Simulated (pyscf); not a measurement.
PySCF, gas phase, ωB97X-D3(BJ)/def2-SVP geometries. MP2 and CC: frozen core, UHF for open shells. ΔMP2 is the change of the MP2 total energy from the triple- to the quadruple-zeta basis.

Q: For the elementary gas-phase step B–F [singlet] + silane (SiH₄) → F–BH–SiH₃ (singlet surface; H–Si broken, B–Si, B–H formed), what barrier and reaction energy does CCSD(T)/def2-TZVPP + ΔMP2(QZVPP) give, measured from the separated reactants?

A: ΔE‡ = 45.8 kcal/mol, ΔE = -39.6 kcal/mol. Zero-point energy shifts the barrier by +0.2 kcal/mol. It is an insertion, with an imaginary mode of 1413i cm⁻¹. This is the saddle that the search found; another between the same sides may lie lower. The CCSD(T) − MP2 part came from Ansatz, without density fitting, on the same reference.
